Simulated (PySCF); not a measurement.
Bonds broken one at a time in the series Al Br-OH. Isolated molecules, 0 K electronic values unless said otherwise. One relaxed conformer stands for each flexible species; it need not be the lowest. Strings in code marks are SMILES.

The dipole moment from two functionals at the same geometries (PBE0-D4/def2-TZVP), both in PySCF: PBE-D3(BJ)/def2-TZVP and B3LYP-D3(BJ)/def2-TZVP. B3LYP has the VWN-RPA correlation part, as in Gaussian. 

| species | PBE-D3(BJ)/def2-TZVP (D) | B3LYP-D3(BJ)/def2-TZVP (D) |
|---|---|---|
| whole molecule (`[Br][Al]([Br])[Br]`) | 0.00 | 0.00 |
| radical fragment (`[Br][Al][Br]`) | 1.18 | 1.39 |
| radical fragment (`[OH]`) | 1.72 | 1.77 |

Over these rows, drawn at random from the members with no instability flagged (it was tested for open shells, ions and some series alone), PBE minus B3LYP-D3(BJ): mean -0.09 D, from -0.21 D to 0.00 D.
